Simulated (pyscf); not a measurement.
Structures and frequencies: ωB97X-D3(BJ)/def2-SVP in PySCF. Correlated levels are frozen-core, on RHF or UHF. ΔMP2 is the change of the MP2 total energy from the triple- to the quadruple-zeta basis.

SMILES: [CH3][CdH]
```xyz
6

C     -1.2921    -0.7761    -0.1736
Cd    -0.5639     1.1745     0.1774
H     -0.5688    -1.3739    -0.7516
H     -2.2364    -0.7531    -0.7415
H     -1.4839    -1.3068     0.7730
H      0.0147     2.7245     0.4563
```

How much does it cost (ΔH, 298 K, CCSD(T)/def2-TZVPP + ΔMP2(QZVPP)) to split `[CH3][CdH]` at its Cd–H bond into [H₃C–Cd]• + H•?

Cd–H to [H₃C–Cd]• + H•: 297.0 kJ/mol. The radicals are drawn with the spin at the cut bond; how far it spreads was not checked. Other isomers of [H₃C–Cd]• were not searched in full and may lie lower. The CCSD(T) − MP2 part came from Ansatz, without density fitting, on the same reference. The frozen core leaves the outer d or s,p core shells of the metals and heavy elements correlated in the MP2 and CC values, and def2-TZVPP describes them poorly, which can shift differences by a few kcal/mol. Elements past Kr carry the def2 core potentials, without spin-orbit coupling.
